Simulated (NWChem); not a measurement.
Polarisability of H4Si

SMILES: [SiH4]
```xyz
5

Si     0.0000     0.0000     0.0000
H      1.2187     0.0000     0.8618
H     -1.2187     0.0000     0.8618
H      0.0000    -1.2187    -0.8618
H      0.0000     1.2187    -0.8618
```
Charge 0, spin multiplicity 1.

The numbers come from NWChem runs, not from measurements. Structure: optimised with PBE0/def2-SVP, a minimum by its harmonic frequencies.

Basis set: def2-SVPD. Static limit.

B3LYP has NWChem's definition, with VWN1-RPA local correlation. The structure started from a generated list of species.

One of these methods gave an isotropic polarisability of 30.98 bohr³. Which?
A. B3LYP
B. HF
C. PBE
D. BHandHLYP

D, BHandHLYP. The others give 29.89 (HF), 32.00 (B3LYP), 32.89 (PBE).
